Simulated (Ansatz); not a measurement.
**BSiH2 (sextet): from Hartree-Fock to the top rungs, cc-pVTZ**

Aim: climb from Hartree-Fock through coupled cluster for BSiH2 (sextet) at one geometry and basis, and see what each rung misses.

Program: Ansatz 0.2.0, Gaussian basis. Level of theory: cc-pVTZ, core rule «outside noble gas», up to 6 orbitals frozen. These are calculated values, not measurements.

The runs, in order: UHF; CCSD(T) on ROHF; CCSD(T) on UHF; BCCD(T) on ROHF; CCSDT(Q) on ROHF; CCSDT(Q) on UHF.

7 further runs of the same task are left out: 2 for a known fault of the program, 5 set aside as unsound or not needed.

**1. The system**

The geometry is a PBE0/def2-TZVP stationary point (not a proven minimum) of the parent state, kept for this charge and spin.

4 atoms, charge 0, spin multiplicity 6.

Atoms are counted from 1 here; the program's logs count them from 0.

Bond lengths: Si1–B2 1.871 Å, Si1–H3 1.488 Å, Si1–H4 1.488 Å. Angles: B2–Si1–H3 125.4°, B2–Si1–H4 125.4°, H3–Si1–H4 109.2°.

**2. UHF**

File in.yaml:

```yaml
crystal:
  periodic: [false, false, false]
  atoms:
    - {symbol: Si, position_ang: [0.000000, 0.000000, 0.451790]}
    - {symbol: B, position_ang: [0.000000, 0.000000, -1.418773]}
    - {symbol: H, position_ang: [0.000000, 1.212692, 1.314369]}
    - {symbol: H, position_ang: [0.000000, -1.212692, 1.314369]}
basis:
  gaussian: {orbitals: cc-pVTZ}
magnetization: {spin_polarized: true, initial_magnetization: 5}
hamiltonian: {xc: hf}
output: {orbitals: {seedname: orbitals}}
```

Started as:

```console
$ ansatz run in.yaml --threads 1 --pin off --events-out ev --progress --plain --max-ram 4096MiB --backend cpu
```

After this run come: CCSD(T) on ROHF; CCSD(T) on UHF; BCCD(T) on ROHF; CCSDT(Q) on ROHF; CCSDT(Q) on UHF.

Before running them: what should the planned runs give, taken together? Wanted: UCCSDT(Q) below the RHF energy; RMP2 from UCCSDT(Q); UMP2 from UCCSDT(Q); RCCSD from UCCSDT(Q); RCCSD(T) from UCCSDT(Q); UCCSD(T) from UCCSDT(Q); RCCSDT(Q) from UCCSDT(Q); T1 diagnostic.

The runs gave:

| quantity | value |
| --- | --- |
| UCCSDT(Q) below the RHF energy | -4.4806 eV |
| RMP2 from UCCSDT(Q) | +1062.7 meV |
| UMP2 from UCCSDT(Q) | +1061.3 meV |
| RCCSD from UCCSDT(Q) | +212.4 meV |
| RCCSD(T) from UCCSDT(Q) | +52.9 meV |
| UCCSD(T) from UCCSDT(Q) | +51.0 meV |
| RCCSDT(Q) from UCCSDT(Q) | +2.7 meV |
| levels within 1 kcal/mol (43 meV) | RCCSDT, UCCSDT, RCCSDT(Q) |
| T1 diagnostic | 0.036 |

What this shows: RCCSD(T) misses by +52.9 meV, 1.2 % of the correlation energy. These misses are within one basis, not against nature; the frozen cores of restricted and unrestricted runs differ, which can shift their rows.
